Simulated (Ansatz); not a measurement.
I need vertical and adiabatic energies of changing the electron count of CH₂Cl₂, SMILES ClCCl. Use Ansatz's Python interface. Use (for the species named): r2SCAN, def2-SVP basis, multiplicity 1.

`adiabatic_ch2cl2.py`
```python
"""Vertical and adiabatic ionisation of CH2Cl2."""

import itertools

import ansatz as az
from ase.data import atomic_numbers, covalent_radii
import numpy as np
from rdkit import Chem
from rdkit.Chem import AllChem

BASIS_SET = "def2-SVP"
FUNCTIONAL = "r2scan"
CHARGE = 1

# a force-field geometry from the SMILES
rd = Chem.AddHs(Chem.MolFromSmiles("ClCCl"))
AllChem.EmbedMolecule(rd, randomSeed=667)
AllChem.UFFOptimizeMolecule(rd)
mol = az.Crystal.molecule()
for atom, xyz in zip(rd.GetAtoms(), rd.GetConformer().GetPositions()):
    mol = mol.atom(atom.GetSymbol(), xyz.round(5).tolist())

setup = (
    mol.calculation()
    .basis(gaussian=BASIS_SET)
    .functional(FUNCTIONAL)
)
symbols = [site.symbol for site in mol.cartesian_sites]
start = np.array([site.position_ang for site in mol.cartesian_sites], dtype=float)
report = setup.relax(force_tolerance=0.01).run(threads=1).report
end = np.array(report["positions_ang"])

minimum = az.Crystal.molecule()
for symbol, place in zip(symbols, end):
    minimum = minimum.atom(symbol, place.tolist())
ion = minimum.calculation()
ion = ion.basis(gaussian=BASIS_SET)
ion = ion.functional(FUNCTIONAL)
ion = ion.charge(CHARGE)
ion = ion.spin("collinear", total=1)
vertical = ion.run(threads=1).report
settled = ion.relax(force_tolerance=0.01, max_steps=80).run(threads=1).report
print(f"vertical ionisation energy   {vertical['free_energy_ev'] - report['free_energy_ev']:.3f} eV")
print(f"adiabatic, no zero point     {settled['free_energy_ev'] - report['free_energy_ev']:.3f} eV")
print(f"relaxation energy of the ion {vertical['free_energy_ev'] - settled['free_energy_ev']:.3f} eV")
ionised = np.array(settled["positions_ang"])
# pairs closer than 1.2 times the sum of covalent radii, before or after
radius = [covalent_radii[atomic_numbers[s]] for s in symbols]
span = lambda where, i, j: np.linalg.norm(where[i] - where[j])
bonded = [(i, j) for i, j in itertools.combinations(range(len(symbols)), 2) if min(span(end, i, j), span(ionised, i, j)) < 1.2 * (radius[i] + radius[j])]
print("pair        before    after (A)")
for i, j in bonded:
    print(f"{symbols[i]}{i}-{symbols[j]}{j}".ljust(10), f"{span(end, i, j):8.4f} {span(ionised, i, j):8.4f}")
```

```console
$ python adiabatic_ch2cl2.py
vertical ionisation energy   10.844 eV
adiabatic, no zero point     10.735 eV
relaxation energy of the ion 0.109 eV
pair        before    after (A)
Cl0-C1       1.7788   1.7253
C1-Cl2       1.7788   1.7253
C1-H3        1.0961   1.1236
C1-H4        1.0961   1.1236
```

The energies are electronic: no zero-point or thermal terms, and the basis set is short of its limit. The product may relax into another structure. Each relaxation finds its nearest minimum, which needn't be the lowest. The whole script took 94 s on 1 thread of Arm Neoverse V2, on a shared host, peak memory 0.3 GiB.
